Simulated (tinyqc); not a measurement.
Inside a calculation. Method: MP2 on RHF in the sto-3g basis, for H2F+, spin multiplicity 1. One step of it, computed by the program tinyqc.

Question. Second-order Moller-Plesset energy. E2 = sum_ijab (ia|jb) [2 (ia|jb) - (ib|ja)] / (e_i + e_j - e_a - e_b) over occupied i, j and virtual a, b; the opposite-spin part is (ia|jb)^2 / denominator, the rest is same-spin, and SCS-MP2 scales them by 6/5 and 1/3.

orbital energies (hartree): MO1 -26.653382, MO2 -2.107618, MO3 -1.248208, MO4 -1.110543, MO5 -1.070339, MO6 0.022909, MO7 0.213594

Two-electron integrals over orbitals (pq|rs), unique and non-zero (hartree):
```
(11|11) 5.361278    (21|11) -0.498590   (21|21) 0.073896    (22|11) 1.198100
(22|21) -0.018173   (22|22) 0.862293    (31|11) 0.024731    (31|21) -0.002956
(31|22) 0.003075    (31|31) 0.017584    (32|11) -0.011388   (32|21) 0.001660
(32|22) 0.008454    (32|31) 0.025960    (32|32) 0.162032    (33|11) 1.001720
(33|21) -0.008071   (33|22) 0.768950    (33|31) -0.001352   (33|32) -0.007560
(33|33) 0.755129    (41|11) 0.143887    (41|21) -0.017658   (41|22) 0.016168
(41|31) 0.001321    (41|32) -0.000028   (41|33) 0.005381    (41|41) 0.029471
(42|11) -0.088251   (42|21) 0.008923    (42|22) 0.014791    (42|31) -0.000096
(42|32) 0.000252    (42|33) -0.004462   (42|41) 0.029499    (42|42) 0.156122
(43|11) 0.017595    (43|21) -0.000879   (43|22) 0.005776    (43|31) -0.004370
(43|32) 0.002722    (43|33) 0.006977    (43|41) -0.001686   (43|42) -0.009096
(43|43) 0.048740    (44|11) 1.174971    (44|21) -0.015282   (44|22) 0.816326
(44|31) 0.000278    (44|32) -0.008455   (44|33) 0.727665    (44|41) -0.012089
(44|42) -0.093151   (44|43) 0.011575    (44|44) 0.917192    (51|51) 0.029640
(52|51) 0.038827    (52|52) 0.179202    (53|51) -0.001840   (53|52) -0.006399
(53|53) 0.039463    (54|51) -0.010551   (54|52) -0.037293   (54|53) 0.002481
(54|54) 0.057084    (55|11) 1.264001    (55|21) -0.013930   (55|22) 0.877731
(55|31) 0.000706    (55|32) -0.005934   (55|33) 0.757661    (55|41) 0.004085
(55|42) -0.048444   (55|43) 0.009929    (55|44) 0.845231    (55|55) 0.997514
(61|11) 0.225087    (61|21) -0.035279   (61|22) 0.003835    (61|31) 0.004746
(61|32) 0.004259    (61|33) 0.002185    (61|41) -0.003699   (61|42) -0.018857
(61|43) 0.000343    (61|44) 0.014612    (61|55) 0.006105    (61|61) 0.023442
(62|11) -0.299437   (62|21) 0.007550    (62|22) -0.147388   (62|31) 0.002591
(62|32) 0.015128    (62|33) -0.094661   (62|41) -0.017535   (62|42) -0.037277
(62|43) -0.005695   (62|44) -0.106438   (62|55) -0.153691   (62|61) 0.004470
(62|62) 0.079971    (63|11) 0.094959    (63|21) -0.002125   (63|22) 0.047289
(63|31) -0.004470   (63|32) 0.022108    (63|33) 0.039731    (63|41) 0.000211
(63|42) -0.013056   (63|43) 0.016247    (63|44) 0.042461    (63|55) 0.052266
(63|61) 0.000273    (63|62) -0.021303   (63|63) 0.067796    (64|11) -0.243187
(64|21) 0.002692    (64|22) -0.126029   (64|31) -0.002046   (64|32) -0.013204
(64|33) -0.076886   (64|41) -0.005993   (64|42) 0.007692    (64|43) -0.002989
(64|44) -0.136745   (64|55) -0.130563   (64|61) 0.000882    (64|62) 0.057108
(64|63) -0.029351   (64|64) 0.066934    (65|51) -0.014506   (65|52) -0.054532
(65|53) 0.007407    (65|54) -0.004683   (65|65) 0.027992    (66|11) 0.723006
(66|21) -0.005726   (66|22) 0.590193    (66|31) -0.003480   (66|32) -0.040687
(66|33) 0.570867    (66|41) 0.016964    (66|42) 0.069240    (66|43) -0.021644
(66|44) 0.549896    (66|55) 0.563501    (66|61) -0.005496   (66|62) -0.056856
(66|63) -0.028335   (66|64) -0.019917   (66|66) 0.586449    (71|11) 0.066935
(71|21) -0.010929   (71|22) -0.000130   (71|31) -0.016947   (71|32) -0.024751
(71|33) 0.002708    (71|41) 0.000581    (71|42) -0.003191   (71|43) 0.004729
(71|44) 0.003329    (71|55) 0.001754    (71|61) 0.002588    (71|62) -0.002969
(71|63) 0.004504    (71|64) 0.001846    (71|66) 0.003574    (71|71) 0.019029
(72|11) -0.094501   (72|21) 0.002084    (72|22) -0.046660   (72|31) -0.016851
(72|32) -0.055401   (72|33) -0.022037   (72|41) -0.003248   (72|42) -0.001725
(72|43) 0.025109    (72|44) -0.038011   (72|55) -0.047211   (72|61) -0.003042
(72|62) 0.010330    (72|63) 0.023905    (72|64) 0.017543    (72|66) -0.020494
(72|71) 0.015792    (72|72) 0.058090    (73|11) -0.408943   (73|21) 0.008536
(73|22) -0.185429   (73|31) -0.000331   (73|32) 0.016965    (73|33) -0.154696
(73|41) 0.001497    (73|42) 0.058516    (73|43) -0.003181   (73|44) -0.195857
(73|55) -0.215745   (73|61) -0.005684   (73|62) 0.069154    (73|63) -0.018770
(73|64) 0.070295    (73|66) -0.031631   (73|71) -0.001470   (73|72) 0.027992
(73|73) 0.153131    (74|11) -0.026885   (74|21) 0.000192    (74|22) -0.011150
(74|31) 0.008266    (74|32) 0.058481    (74|33) -0.010619   (74|41) -0.002552
(74|42) -0.007627   (74|43) -0.012846   (74|44) -0.014312   (74|55) -0.013323
(74|61) 0.002826    (74|62) 0.013090    (74|63) 0.032146    (74|64) -0.003894
(74|66) -0.030882   (74|71) -0.008026   (74|72) -0.008713   (74|73) 0.017784
(74|74) 0.047548    (75|51) -0.004250   (75|52) -0.016050   (75|53) -0.024032
(75|54) 0.001210    (75|65) 0.002891    (75|75) 0.020819    (76|11) -0.008034
(76|21) 0.000496    (76|22) 0.004927    (76|31) 0.009655    (76|32) 0.089071
(76|33) -0.008557   (76|41) 0.002976    (76|42) 0.009727    (76|43) 0.035859
(76|44) -0.011919   (76|55) -0.003448   (76|61) 0.000300    (76|62) -0.004112
(76|63) 0.063847    (76|64) -0.019536   (76|66) -0.061623   (76|71) -0.009586
(76|72) 0.008314    (76|73) 0.025639    (76|74) 0.047673    (76|76) 0.123769
(77|11) 0.825154    (77|21) -0.007991   (77|22) 0.635093    (77|31) 0.006166
(77|32) 0.049471    (77|33) 0.631983    (77|41) 0.004272    (77|42) 0.010102
(77|43) 0.017294    (77|44) 0.605527    (77|55) 0.617421    (77|61) 0.003775
(77|62) -0.050099   (77|63) 0.049773    (77|64) -0.040129   (77|66) 0.519996
(77|71) -0.004623   (77|72) -0.012575   (77|73) -0.059110   (77|74) 0.023558
(77|76) 0.054699    (77|77) 0.623014
```

Hartree-Fock energy = -98.85573415 hartree

Give: Terms; Pair energies; MP2 correlation energy; SCS-MP2 correlation energy; MP2 total energy.

Answer.

Terms (the 40 largest of 68):

| i | j | a | b | (ia\|jb) | (ib\|ja) | denominator | term |
|---|---|---|---|---|---|---|---|
| 3 | 3 | 7 | 7 | 0.1531 | 0.1531 | -2.9236 | -0.0080 |
| 4 | 3 | 6 | 7 | 0.0703 | 0.0321 | -2.5953 | -0.0029 |
| 3 | 4 | 7 | 6 | 0.0703 | 0.0321 | -2.5953 | -0.0029 |
| 3 | 2 | 7 | 6 | 0.0692 | 0.0239 | -3.5923 | -0.0022 |
| 2 | 3 | 6 | 7 | 0.0692 | 0.0239 | -3.5923 | -0.0022 |
| 4 | 4 | 6 | 6 | 0.0669 | 0.0669 | -2.2669 | -0.0020 |
| 3 | 3 | 6 | 6 | 0.0678 | 0.0678 | -2.5422 | -0.0018 |
| 2 | 2 | 6 | 6 | 0.0800 | 0.0800 | -4.2611 | -0.0015 |
| 2 | 4 | 6 | 6 | 0.0571 | 0.0571 | -3.2640 | -0.0010 |
| 4 | 2 | 6 | 6 | 0.0571 | 0.0571 | -3.2640 | -0.0010 |
| 4 | 4 | 7 | 7 | 0.0475 | 0.0475 | -2.6483 | -0.0009 |
| 2 | 2 | 7 | 7 | 0.0581 | 0.0581 | -4.6424 | -0.0007 |
| 5 | 5 | 6 | 6 | 0.0280 | 0.0280 | -2.1865 | -3.58e-04 |
| 4 | 3 | 6 | 6 | -0.0294 | -0.0294 | -2.4046 | -3.58e-04 |
| 3 | 4 | 6 | 6 | -0.0294 | -0.0294 | -2.4046 | -3.58e-04 |
| 3 | 2 | 7 | 7 | 0.0280 | 0.0280 | -3.7830 | -2.07e-04 |
| 2 | 3 | 7 | 7 | 0.0280 | 0.0280 | -3.7830 | -2.07e-04 |
| 5 | 5 | 7 | 7 | 0.0208 | 0.0208 | -2.5679 | -1.69e-04 |
| 3 | 2 | 6 | 7 | 0.0239 | 0.0692 | -3.5923 | 1.42e-04 |
| 2 | 3 | 7 | 6 | 0.0239 | 0.0692 | -3.5923 | 1.42e-04 |
| 3 | 2 | 6 | 6 | -0.0213 | -0.0213 | -3.4016 | -1.33e-04 |
| 2 | 3 | 6 | 6 | -0.0213 | -0.0213 | -3.4016 | -1.33e-04 |
| 3 | 3 | 7 | 6 | -0.0188 | -0.0188 | -2.7329 | -1.29e-04 |
| 3 | 3 | 6 | 7 | -0.0188 | -0.0188 | -2.7329 | -1.29e-04 |
| 4 | 3 | 7 | 7 | 0.0178 | 0.0178 | -2.7859 | -1.14e-04 |
| 3 | 4 | 7 | 7 | 0.0178 | 0.0178 | -2.7859 | -1.14e-04 |
| 2 | 4 | 7 | 6 | 0.0175 | 0.0131 | -3.4547 | -1.12e-04 |
| 4 | 2 | 6 | 7 | 0.0175 | 0.0131 | -3.4547 | -1.12e-04 |
| 4 | 3 | 7 | 6 | 0.0321 | 0.0703 | -2.5953 | 7.44e-05 |
| 3 | 4 | 6 | 7 | 0.0321 | 0.0703 | -2.5953 | 7.44e-05 |
| 4 | 2 | 7 | 6 | 0.0131 | 0.0175 | -3.4547 | -3.27e-05 |
| 2 | 4 | 6 | 7 | 0.0131 | 0.0175 | -3.4547 | -3.27e-05 |
| 2 | 2 | 6 | 7 | 0.0103 | 0.0103 | -4.4517 | -2.40e-05 |
| 2 | 2 | 7 | 6 | 0.0103 | 0.0103 | -4.4517 | -2.40e-05 |
| 2 | 4 | 7 | 7 | -0.0087 | -0.0087 | -3.6453 | -2.08e-05 |
| 4 | 2 | 7 | 7 | -0.0087 | -0.0087 | -3.6453 | -2.08e-05 |
| 1 | 1 | 6 | 6 | 0.0234 | 0.0234 | -53.3526 | -1.03e-05 |
| 1 | 2 | 7 | 7 | 0.0158 | 0.0158 | -29.1882 | -8.54e-06 |
| 2 | 1 | 7 | 7 | 0.0158 | 0.0158 | -29.1882 | -8.54e-06 |
| 1 | 1 | 7 | 7 | 0.0190 | 0.0190 | -53.7340 | -6.74e-06 |

Pair energies (hartree; pair i-j sums ij and ji):

| pair | opposite spin | same spin |
|---|---|---|
| 1-1 | -1.73e-05 | 0 |
| 2-1 | -1.97e-05 | -3.59e-10 |
| 2-2 | -0.0023 | 0 |
| 3-1 | -3.90e-06 | -7.38e-06 |
| 3-2 | -0.0037 | -0.0011 |
| 3-3 | -0.0101 | 0 |
| 4-1 | -5.44e-06 | -6.86e-08 |
| 4-2 | -0.0023 | -1.15e-05 |
| 4-3 | -0.0055 | -0.0011 |
| 4-4 | -0.0028 | 0 |
| 5-5 | -0.0005 | 0 |

MP2 correlation energy = -0.029592 hartree

SCS-MP2 correlation energy = -0.033535 hartree

MP2 total energy = -98.885327 hartree
